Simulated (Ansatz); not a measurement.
## Ansatz (development build ahead of 0.2.0) run

```yaml
crystal:
  periodic: [false, false, false]
  atoms:
    - { symbol: H, position_ang: [0.0, 0.0, -1.05] }
    - { symbol: C, position_ang: [0.0, 0.0, 0.0] }
    - { symbol: C, position_ang: [0.0, 0.0, 1.83] }
basis:
  gaussian: { orbitals: "6-31G" }
magnetization:
  spin_polarized: true
  initial_magnetization: 1
hamiltonian:
  xc: pbe0
scf:
  omitted_lower_state_checks: [starts, atomic_configurations, cluster_reference, orbital_swaps, given_window_search, neighbouring_geometries, increment]
output:
  forces: true
```

The input is written out in the form of the current development build from the run's settings.

Output:

```json
{
 "Converged": "yes",
 "Total energy": "-76.33720 hartree",
 "Spin squared of the determinant": "1.345",
 "Stability test": "minimum"
}
```

Forces (eV/Å):
```csv
atom,Fx,Fy,Fz
H1,0.000,0.000,-1.653
C2,0.000,0.000,8.638
C3,0.000,0.000,-6.985
```

Caution: the unrestricted determinant is spin contaminated.
